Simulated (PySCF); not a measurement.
# [BNH4]− (SMILES [BH2-]N): UB3LYP/STO-3G

What is the energy change on altering one bond length of [BNH4]− at UB3LYP/STO-3G? Input form: a Python script.

The calculation is run with PySCF 2.14.0.

7 further runs of the same task are left out: 7 set aside as unsound or not needed.

## (1) Starting point

[BNH4]− has 6 atoms, charge -1, and is taken as a doublet. As SMILES, `[BH2-]N`. The shape is that of a GFN2-xTB optimisation.

Bond lengths: B1–N2 1.573 Å, B1–H3 1.274 Å, B1–H4 1.250 Å, N2–H5 1.029 Å, N2–H6 1.021 Å. Angles: B1–N2–H5 111.6°, B1–N2–H6 108.4°, N2–B1–H3 113.0°, N2–B1–H4 110.8°, H5–N2–H6 104.9°, H3–B1–H4 110.4°.

## (2) The energy at UB3LYP/STO-3G

input.py reads:

```python
from pyscf import gto, dft

mol = gto.M(
    atom=[
    ('B', (-0.409200, -0.684370, 0.181230)),
    ('N', (-0.175110, 0.868880, 0.098520)),
    ('H', (0.620240, -1.323070, 0.573900)),
    ('H', (-0.807710, -1.131940, -0.915350)),
    ('H', (0.296220, 1.134010, -0.776380)),
    ('H', (0.475560, 1.136490, 0.838070)),
],
    charge=-1,
    max_memory=1860,
    verbose=3,
    spin=1,
    basis='sto-3g',
)

mf = dft.UKS(mol)
mf.xc = 'b3lyp'
mf.conv_tol = 1e-10
mf.grids.level = 5
mf.kernel()
if not mf.converged:
    mf = mf.newton().run(mf.mo_coeff, mf.mo_occ)

e_final = mf.e_tot
print('E = %.10f Eh' % e_final)
```

On the command line:

```console
$ OMP_NUM_THREADS=1 python input.py
```

Output:

```text
converged SCF energy = -80.7558225571332  <S^2> = 0.75168552  2S+1 = 2.0016848
E = -80.7558225571 Eh
```

Wall time 4.2 s (1 thread of Arm Neoverse V1, shared host); peak memory 0.18 GiB.

## (3) The distorted shape

geometry.xyz reads:

```xyz
6

B     -0.090381    -0.326301     1.058526
N      0.143709     1.226949     0.975816
H      0.939059    -0.965001     1.451196
H     -0.807710    -1.131940    -0.915350
H      0.615039     1.492079     0.100916
H      0.794379     1.494559     1.715366
```

run.py reads:

```python
from pyscf import gto, dft

system = gto.Mole()
system.atom = 'geometry.xyz'
system.basis = 'sto-3g'
system.charge = -1
system.spin = 1
system.max_memory = 1860
system.verbose = 3
system.build()

ks = dft.UKS(system, xc='b3lyp')
ks.conv_tol = 1e-10
ks.grids.level = 5
ks.kernel()
if not ks.converged:
    ks = ks.newton().run(ks.mo_coeff, ks.mo_occ)

etot = ks.e_tot
print('E(%s) = %.9f' % ('B3LYP', etot))
```

On the command line:

```console
$ OMP_NUM_THREADS=1 python run.py
```

Output:

```text
WARN: HOMO -0.0508811715365313 >= LUMO -0.0508811715365312

converged SCF energy = -80.6128678080292  <S^2> = 0.75194134  2S+1 = 2.0019404
E(B3LYP) = -80.612867808
```

Run time: 5.1 s. Hardware: 1 thread of Arm Neoverse V1, shared host; peak memory 0.18 GiB.

## (4) What came out

Level: UB3LYP/STO-3G.

| quantity | value |
| --- | --- |
| first shape: total energy | -80.75582 Eh |
| first shape: HOMO energy (highest over α and β) | 7.91 eV |
| first shape: LUMO energy (lowest over α and β) | 13.15 eV |
| first shape: ⟨S²⟩ | 0.752 |
| distorted shape: total energy | -80.61287 Eh |
| distorted shape: HOMO energy (highest over α and β) | 6.52 eV |
| distorted shape: LUMO energy (lowest over α and β) | 10.96 eV |
| distorted shape: ⟨S²⟩ | 0.752 |
| energy change with the B1–H4 bond stretched from 1.250 to 2.249 Å | 3.890 eV |

With the B1–H4 bond stretched from 1.250 to 2.249 Å the energy rises by 3.89 eV (90 kcal/mol). The first shape isn't relaxed at this level, so the change isn't measured from a minimum. The minimal basis adds a large error of its own. The HOMO (first shape) lies at positive energy, 7.91 eV; only total energies tell whether the electron is bound. Mulliken charges (distorted shape) run from -0.51 on N2 to +0.10 on H5; they depend strongly on the basis. The HOMO (distorted shape) lies at positive energy, 6.52 eV; only total energies tell whether the electron is bound.
